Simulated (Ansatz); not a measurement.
This Ansatz (a first-principles code) input (CCSD(T)/pcseg-0) gives -536.41093 Eh with 37 basis functions. A basis named .json is the Basis Set Exchange file of that set (core-valence sets with the plain set on hydrogen).

Ansatz 0.2 input:
```yaml
crystal:
  periodic: [false, false, false]
  atoms:
    - {symbol: C, position_ang: [0.01118773, 0.75889942, -0.01238914]}
    - {symbol: C, position_ang: [1.30488840, 1.02329449, 0.00343307]}
    - {symbol: Cl, position_ang: [-0.63700773, -0.85323169, 0.00417952]}
    - {symbol: H, position_ang: [-0.75905041, 1.51625302, -0.03695357]}
    - {symbol: H, position_ang: [2.05291747, 0.24314247, 0.02802818]}
    - {symbol: H, position_ang: [1.63880765, 2.05237986, -0.00839007]}
basis:
  gaussian:
    orbitals: pcseg-0.json
magnetization: {spin_polarized: false}
correlation: {method: ccsd_t, electrons: outside_noble_gas}
```

Change:
```diff
- orbitals: pcseg-0.json
+ orbitals: cc-pV_D+d_Z.json
```

Q: What does the run give now?

A: -537.42185 Eh (CCSD(T)/cc-pV(D+d)Z, 66 functions), a change of -1010.92 mEh.
